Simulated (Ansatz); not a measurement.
**K4Ta2S11 (P-1, No. 2; cell taken from a computed entry)**

Level of theory: PBEsol in Ansatz (plane waves, PAW).

Run with plane-wave cutoff 520 eV, 6×4×4 k mesh (along the axes of the cell as run), Fermi–Dirac smearing 0.01 eV, scalar-relativistic PAW data made under PBE.

Cell (relaxed with PBEsol):

```
CELL_PARAMETERS angstrom
      7.41029    -0.00735     0.00650
      0.95505    11.39063    -0.00575
      0.75705     4.18136    10.83736
ATOMIC_POSITIONS crystal
  K  0.22866 0.65362 0.94387
  K  0.77134 0.34638 0.05613
  K  0.72995 0.36618 0.50848
  K  0.27005 0.63382 0.49152
  K  0.46452 0.18999 0.83965
  K  0.53548 0.81001 0.16035
  K  0.79079 0.96125 0.38402
  K  0.20921 0.03875 0.61598
  Ta 0.27344 0.35310 0.34159
  Ta 0.72656 0.64690 0.65841
  Ta 0.36003 0.13341 0.20345
  Ta 0.63997 0.86659 0.79655
  S  0.16888 0.96725 0.20436
  S  0.83112 0.03275 0.79564
  S  0.61909 0.08311 0.11304
  S  0.38091 0.91689 0.88696
  S  0.25064 0.33900 0.54059
  S  0.74936 0.66100 0.45941
  S  0.92802 0.80909 0.66048
  S  0.07198 0.19091 0.33952
  S  0.65078 0.63394 0.89887
  S  0.34922 0.36606 0.10113
  S  0.70479 0.06422 0.62950
  S  0.29521 0.93578 0.37050
  S  0.03615 0.62339 0.72620
  S  0.96385 0.37661 0.27380
  S  0.72923 0.41356 0.76217
  S  0.27077 0.58644 0.23783
  S  0.50550 0.18086 0.36730
  S  0.49450 0.81914 0.63270
  S  0.18721 0.26992 0.02841
  S  0.81279 0.73008 0.97159
  S  0.47667 0.51369 0.75071
  S  0.52333 0.48631 0.24929
```

| Property | Value |
|---|---|
| band gap | 1.60 eV |
| smallest direct gap on the k points sampled | 1.61 eV |
| direct gap at Γ | 1.68 eV |

Spin–orbit coupling is not included.

Computing time: about 19 core-minutes (a rough figure).

Ansatz is a first-principles code.
